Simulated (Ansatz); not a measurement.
# SiNH₅ (SMILES N[SiH3]): a rigid scan of the angle H6–Si2–N1

Aim: the energy along the angle H6–Si2–N1, from CCSD(T) and from cheaper methods, relative to the minimum. No other atom is relaxed.

Program: Ansatz 0.2.0, Gaussian basis. Level of theory: single points in def2-TZVPP. These are calculated values, not measurements.

Levels: PBE-D4, r2SCAN-D4, PBE0-D4, B3LYP-D4, wB97M-V, Hartree-Fock, MP2, CCSD, CCSD(T). The scan takes 92.0, 98.0, 104.0, 110.0, 116.0, 122.0, 128.0, 134.0, 140.0°.

Correlated methods freeze the cores. B3LYP uses VWN-RPA correlation.

27 further runs of the same task are left out: 27 set aside as unsound or not needed.

**1. The starting structure**

The minimum, relaxed at PBE0-D4: SMILES `N[SiH3]`, 7 atoms, charge 0, spin multiplicity 1.

Atoms are counted from 1 here; the program's logs count them from 0.

Bond lengths: N1–Si2 1.720 Å, N1–H3 1.007 Å, N1–H4 1.007 Å, Si2–H5 1.486 Å, Si2–H6 1.494 Å, Si2–H7 1.486 Å. Angles: Si2–N1–H3 119.6°, Si2–N1–H4 119.6°, H3–N1–H4 110.7°, N1–Si2–H5 107.9°, N1–Si2–H6 116.0°, N1–Si2–H7 107.9°, H5–Si2–H6 107.3°, H5–Si2–H7 110.5°, H6–Si2–H7 107.3°.

Geometry (Å):

```
atom    x (Å)    y (Å)    z (Å)
  N1  -0.0977  -1.0710  -0.0209
 Si2   0.1280   0.6326  -0.0950
  H3  -1.0177  -1.4578  -0.1574
  H4   0.4190  -1.6129   0.6529
  H5  -0.5280   1.1265  -1.3332
  H6  -0.4315   1.4166   1.0471
  H7   1.5892   0.8979  -0.1392
```

Energies of the minimum (eV), from earlier single points: PBE-D4 -9444.37367, r2SCAN-D4 -9448.88777, PBE0-D4 -9445.38751, B3LYP-D4 -9451.49956, wB97M-V -9448.99796, CCSD(T) -9435.43338.

At the minimum the angle H6–Si2–N1 is 116.0°.

**2. H6–Si2–N1 = 92.0°**

The input, ccsdt-tzvpp/in.yaml:

```yaml
crystal:
  periodic: [false, false, false]
  atoms:
    - {symbol: N, position_ang: [-0.097708, -1.071027, -0.020896]}
    - {symbol: Si, position_ang: [0.128020, 0.632596, -0.095040]}
    - {symbol: H, position_ang: [-1.017741, -1.457766, -0.157438]}
    - {symbol: H, position_ang: [0.419035, -1.612875, 0.652936]}
    - {symbol: H, position_ang: [-0.528044, 1.126499, -1.333240]}
    - {symbol: H, position_ang: [-0.582398, 0.835889, 1.203546]}
    - {symbol: H, position_ang: [1.589234, 0.897941, -0.139161]}
basis:
  gaussian: {orbitals: def2-TZVPP}
correlation: {method: ccsd_t}
```

The command line of these runs was not kept.

Further steps of the session: H6–Si2–N1 = 98.0°; H6–Si2–N1 = 104.0°; H6–Si2–N1 = 110.0°; H6–Si2–N1 = 116.0°; H6–Si2–N1 = 122.0°; H6–Si2–N1 = 128.0°; H6–Si2–N1 = 134.0°; H6–Si2–N1 = 140.0°.

**Question.** What will these runs give? Wanted: highest point, CCSD(T); lowest point, CCSD(T); minimum along the scan, CCSD(T); RMS deviation from CCSD(T); largest T1 diagnostic.

**Answer**, as computed:

| quantity | value |
| --- | --- |
| highest point, CCSD(T) | 48.2 kJ/mol at 92.0° |
| lowest point, CCSD(T) | 0.0 kJ/mol at 116.0° |
| minimum along the scan, CCSD(T) | 116.0° |
| curvature there | 1.59 meV/deg² |
| RMS deviation from CCSD(T) | PBE-D4 1.9, r2SCAN-D4 0.6, PBE0-D4 0.8, B3LYP-D4 0.5, wB97M-V 0.8, Hartree-Fock 3.3, MP2 0.5, CCSD 0.5 kJ/mol |
| largest T1 diagnostic | 0.010 |

What this shows: A polynomial through the near points puts the CCSD(T) minimum at the PBE0-D4 value. Curvature against CCSD(T): PBE-D4 -7 %, Hartree-Fock +12 %. Best along the scan: CCSD. Worst: Hartree-Fock.
